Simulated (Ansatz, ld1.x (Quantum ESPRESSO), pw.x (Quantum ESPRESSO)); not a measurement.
**rhodium: does the PAW potential hold in the solid?**

* Element: Rh
* Generator: ld1.x (Quantum ESPRESSO) 7.5
* Type: PAW
* Functional: PBE
* Relativity: scalar-relativistic
* Frozen core: [Ar] 3d10 4s2
* Valence charge: 15
* Reference configuration: 4p6 4d8 5s1 5p0
* Partial waves: 5s (bound): rcut 3.05, rcutus 3.25 bohr; 5s channel at 0.05 Ry: rcut 3.05, rcutus 3.25 bohr; 4p (bound): rcut 1.45, rcutus 1.65 bohr; 5p (bound, empty): rcut 1.45, rcutus 1.65 bohr; 4d (bound): rcut 1.20, rcutus 1.45 bohr; 4d channel at 0.75 Ry: rcut 1.20, rcutus 1.45 bohr
* Local potential: all-electron potential smoothed inside 2.05 bohr (lloc = -2)
* Core correction: a·sin(br)/r model core inside 0.90 bohr
* Augmentation charge: BESSEL, radius 0.85 bohr

Atomic tests: cutoffs needed: 50 Ry and 90 Ry (the cutoffs (Ry, on a coarse ladder) from which the occupation-weighted sum of valence levels, in a spherical-Bessel basis at the reference potential, stays within 10 and 1 mRy of its value at 400 Ry); ghost test: no extra level below or beside the all-electron valence levels (s, p, d, f tested) (spherical-Bessel basis up to 400 Ry, 20 bohr box); configuration tests: test run stopped at test 6 of 7 (negative rho).

Crystal test: fcc Rh in pw.x 7.5, no spin, 15³ k-points, Fermi–Dirac smearing 0.01 Ry, cutoffs 110/880 Ry. The reference is all-electron LAPW (Ansatz 0.2.0) with the same functional, mesh and smearing; V0 and B0 come from Birch–Murnaghan fits to the pressures at five volumes. Errors are pseudo minus all-electron; Δ is the rms difference of the E(V) curves that follow from these fits, minima aligned, over ±6 % about the mean V0. Mesh and smearing are coarse, so the numbers serve the comparison and aren't converged zero-temperature values; the lattice is a test structure that the element need not adopt.

All-electron: a0 = 3.834 Å (V0 = 14.09 Å³/atom), B0 = 252.3 GPa.

**Question.** How far does the potential miss the all-electron equation of state?

**Answer.** mean pressure error (GPa): +1.70; a0 (Å): 3.842; a0 error (%): +0.22; B0 error (%): +0.8; Δ (meV/atom): 5.2. The largest radius (3.25 bohr) exceeds half the bond length (2.56 bohr), so the spheres overlap, which is one possible source of error among others. Atomic configuration tests: test run stopped at test 6 of 7 (negative rho).

| V (Å³/atom) | P all-electron (GPa) | P pseudo (GPa) |
| --- | --- | --- |
| 13.416 | 13.98 | 16.28 |
| 13.769 | 6.11 | 8.06 |
| 14.122 | -0.63 | 1.01 |
| 14.475 | -6.40 | -4.98 |
| 14.828 | -11.32 | -10.12 |

**Question.** At the middle volume, how do free energy and pressure move when the wave cutoff is lowered (ecutrho held at 880 Ry)?

**Answer.**

```tsv
cutoff (Ry)	shift of F (meV/atom)	shift of P (GPa)
50	+96.8	-6.83
66	+44.1	-0.91
88	+2.8	-0.21
```

The run at the middle volume (120 k-points, 10 iterations) took about 63 s on one core of a shared host (Neoverse-V1, 32 threads, 247 GiB, load 13).
